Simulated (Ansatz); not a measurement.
## Ansatz (development build ahead of 0.2.0) run

```yaml
crystal:
  periodic: [false, false, false]
  atoms:
    - { symbol: C, position_ang: [0.00279, -0.00514, -0.47857] }
    - { symbol: O, position_ang: [0.01933, 0.02205, 0.78772] }
    - { symbol: H, position_ang: [0.02129, -1.0395, -1.04856] }
    - { symbol: H, position_ang: [-0.91052, 0.50089, -1.08688] }
    - { symbol: H, position_ang: [0.89892, 0.53124, -1.04314] }
basis:
  gaussian: { orbitals: def2-SVP }
magnetization:
  spin_polarized: true
  initial_magnetization: 1
hamiltonian:
  xc: hf
output:
  forces: true
```

The input is written out in the form of the current development build from the run's settings.

Results

```yaml
Converged: yes
Total_energy: -114.30148 hartree
Spin_squared_of_the_determinant: 0.766
Stability_test: minimum
```

Forces (eV/Å):
```
atom      Fx      Fy      Fz
  C1  -1.001  -0.329  -9.395
  O2   0.287   0.257   3.475
  H3   0.302   1.374   1.849
  H4   1.671  -0.554   2.130
  H5  -1.258  -0.747   1.941
```
